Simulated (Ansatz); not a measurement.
This geometry of BClH2 + H2 (6 atoms, charge 0, multiplicity 1) is a first-order saddle point.

Level of theory: RKS BLYP-D4/def2-SVP in Ansatz.

```xyz
6
Properties=species:S:1:pos:R:3
B 0.015 -0.272 0.012
Cl -0.002 0.049 2.171
H 1.076 0.152 -0.365
H -1.069 0.081 -0.371
H 0.057 -1.546 0.163
H 0.040 -1.134 1.245
```

Problem. Which two structures does it join? (They come from a converged band through this point; their orientation in space is the band's.)

Solution. Bonds broken: B1–Cl2, H5–H6. Bonds formed: B1–H5, Cl2–H6. BClH2 + H2 becomes BH3 + ClH.

Image 0:

```xyz
6
Properties=species:S:1:pos:R:3
B -0.013 0.505 0.167
Cl -0.032 1.033 1.844
H 1.057 0.376 -0.376
H -1.071 0.304 -0.379
H 0.100 -2.571 0.439
H 0.077 -2.318 1.162
```

Image 8:

```xyz
6
Properties=species:S:1:pos:R:3
B 0.029 -0.275 -0.332
Cl 0.033 -0.120 2.161
H 1.034 0.384 -0.482
H -1.058 0.238 -0.482
H 0.115 -1.486 -0.328
H -0.036 -1.411 2.319
```

Problem. How far does it lie above each of them?

Solution. 1.00 eV above the first and 0.25 eV above the second. This is the barrier of this one path; another mechanism may lie lower. The orbitals stay closed-shell, which can raise the energy where a bond breaks towards radicals; this wasn't checked here.

The run took 61 s on 1 thread of Arm Neoverse V2 (shared host), peak memory 0.094 GiB.
